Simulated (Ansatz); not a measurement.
## Two structures, one formula

The two ends of one reaction step of SiH₄ClF, singlet (PBE0-D4/def2-TZVP).

A:

```
atom    x (Å)    y (Å)    z (Å)
 Si1  -0.9229   0.4740   0.2327
  H2   2.4261  -1.7960  -0.5491
  H3  -0.4157  -0.5634   1.1502
  H4  -2.1548   0.0844  -0.4790
 Cl5  -1.2838   2.1733   1.2934
  H6   2.1488  -1.1490  -0.7980
  F7   0.2022   0.7767  -0.8501
```

B:

Si1  (-0.472, -0.571, 0.653)
H2  (0.719, -1.410, 0.406)
H3  (-1.123, -0.924, 1.933)
H4  (-1.428, -0.634, -0.472)
Cl5  (0.167, 1.397, 0.830)
H6  (0.976, 1.273, -1.267)
F7  (1.160, 0.868, -2.083)
(Å)

Ansatz 0.2.0; basis: def2-TZVPP; cores frozen in the correlated methods. B3LYP uses VWN-RPA correlation.

(1) Which structure is lower at CCSD(T), and by how much? (Judge from chemistry; the value comes from the calculation.)

The T1 diagnostic stays at or below 0.010.

Answers

(1) The calculation gives: A, by 25.15 kcal/mol (electronic energy, against the other). By their contacts, A is a complex of SiH₂ClF ([F][SiH2][Cl]) + H₂ and B is a complex of SiH₃Cl ([SiH3][Cl]) + HF.

All methods give the same order:

```tsv
method	E(B) − E(A) (kcal/mol)
SPW92	21.42
PBE-D4	23.19
BLYP-D4	25.58
r2SCAN-D4	26.47
B97M-V	26.94
PBE0-D4	23.26
B3LYP-D4	25.47
r2SCAN0-D4	25.74
BHLYP-D4	25.98
CAM-B3LYP-D4	25.79
wB97X-V	25.30
wB97M-V	25.63
B2PLYP	26.17
PBE-QIDH	24.68
RPA on PBE	25.17
HF	27.25
MP2	26.23
CCSD	25.13
CCSD(T)	25.15
```

Labels in which every atom is bracketed show which atoms are joined, not bond orders.

For scale, one of the runs: CCSD(T)/def2-TZVPP, 171 basis functions, launched by `ansatz run in.yaml --threads 2 --pin off --events-out ev --progress --plain --max-ram 4352MiB`. The run took 26 s on 2 CPU threads of an Arm Neoverse V1 (shared host), with 1.4 GiB of host memory at its peak.
